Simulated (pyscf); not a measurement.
silanone (O=SiH₂) + hydrogen (H₂) → silanol (HO–SiH₃), an addition across a multiple bond or ene-type step (singlet surface; H–H broken, H–O, H–Si formed). Structures and frequencies: ωB97X-D3(BJ)/def2-SVP in PySCF. Energies in eV from the separated reactants.

Small-basis levels: PySCF, no dispersion term, spherical d functions. AM1 to PM7: differences of heats of formation from MOPAC, which are fitted to 298 K values and so differ in kind from electronic energies by zero-point and thermal terms. GFN2-xTB: tblite. Cost: rough CPU time at the saddle relative to B3LYP/6-31G*, from one job on a shared machine.

```csv
level,barrier,reaction energy,cost
HF/3-21G,1.88,-2.77,0.09
HF/6-31G*,1.46,-2.45,0.08
MP2/6-31G*,1.46,-1.72,0.1
SVWN5/6-31G*,0.55,-2.19,1.0
BP86/6-31G*,1.03,-1.77,1
B3LYP/3-21G,1.66,-1.99,0.8
B3LYP/LANL2DZ,1.75,-2.24,0.8
M06-2X/6-31G*,1.09,-2.15,2
GFN2-xTB,1.92,-0.80,under 0.02
PM3,___,-1.24,under 0.02
PM6,___,-0.53,under 0.02
PM7,2.43,+0.02,under 0.02
ωB97M-D3(BJ)/def2-TZVP,___,-2.13,–
```

### Question
Some entries are withheld; supply them.

### Answer

- PM3, barrier: 1.87
- PM6, barrier: 0.50
- ωB97M-D3(BJ)/def2-TZVP, barrier: 0.83

Against the last row the barrier runs from -0.33 (PM6) to +1.60 eV (PM7). ωB97M-D3(BJ)/def2-TZVP has limits of its own. At the saddle there is also a short H–Si contact that neither side keeps. One saddle was located; it need not be the lowest between these sides.
